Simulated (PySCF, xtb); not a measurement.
**Two isomers of BH3P2**

Structure I is `B1PP1`, a singlet and structure II is `[BH-]1=P[PH2+]1`, a singlet. Both are isolated molecules in the gas phase, relaxed with PBE-D3(BJ)/def2-SVP.

I (Å):

```yaml
atoms:
  - { symbol: B, position_ang: [-1.1865, 0.2153, -0.9013] }
  - { symbol: P, position_ang: [0.2712, -0.5416, 0.0534] }
  - { symbol: P, position_ang: [-0.9728, 1.2950, 0.6474] }
  - { symbol: H, position_ang: [-1.8516, 0.0875, -1.8994] }
  - { symbol: H, position_ang: [1.2174, 0.2612, -0.6881] }
  - { symbol: H, position_ang: [-1.9228, 0.4901, 1.3814] }
```

II (Å):

```xyz
6

B     0.6397   -0.2580   -0.3700
P     1.3785   -1.0741    1.0625
P     0.1215    0.6722    1.1924
H     0.6581    1.9083    1.6721
H    -1.1440    0.5973    1.8548
H     0.4635   -0.1815   -1.5590
```

Energies in hartree; the thermal terms are from GFN2-xTB frequencies at re-optimised GFN2-xTB minima (ideal gas, soft modes damped towards free rotors, one conformer each, 298.15 K, 1 atm) and include the zero-point energy:

|  | I | II |
| --- | --- | --- |
| E, CCSD(T)/def2-TZVP | −708.343852 | −708.351827 |
| zero-point energy | 0.028955 | 0.029808 |
| H(298 K) − E | 0.034382 | 0.035317 |
| G(298 K) − E | 0.002755 | 0.002881 |

Work out ΔE, ΔE₀, ΔH and ΔG for I → II in kJ/mol (1 Eh = 2625.50 kJ/mol) and the equilibrium ratio [II]/[I].

1. ΔE = −708.351827 − (−708.343852) = −0.007975 Eh = −20.94 kJ/mol.
2. ΔE₀ = ΔE + ΔZPE = −0.007975 + (+0.000853) Eh = −18.70 kJ/mol.
3. ΔH = ΔE + (+0.000935) Eh = −18.48 kJ/mol.
4. ΔG = ΔE + (+0.000126) Eh = −20.61 kJ/mol, so ΔS = (ΔH − ΔG)/T = +7.1 J/(mol K).
5. kT = 0.9442 mEh, so K = [II]/[I] = exp(−ΔG/kT) = exp(+8.31) ≈ 4.1 × 10^3.

Structure II is favoured at this temperature. An error of 4 kJ/mol in ΔG would change K by a factor of 5. r2SCAN-D4/def2-SVP found them nearly level. GFN2-xTB, HF/STO-3G gave ΔE the other sign. Mirror images and further conformers aren't counted.

As drawn, II has 1 B=P in place of 1 B–P.

Other levels gave ΔE = +15.0 (GFN2-xTB); +103.4 (HF/STO-3G, GFN2-xTB geometries); −0.6 (r2SCAN-D4/def2-SVP, GFN2-xTB geometries); −16.6 (PBE-D3(BJ)/def2-SVP); −6.0 (HF/def2-TZVP); −33.7 (MP2/def2-TZVP) kJ/mol. The correlated steps freeze 11 core orbitals. Programs: PySCF 2.14.0, xtb 6.7.1.
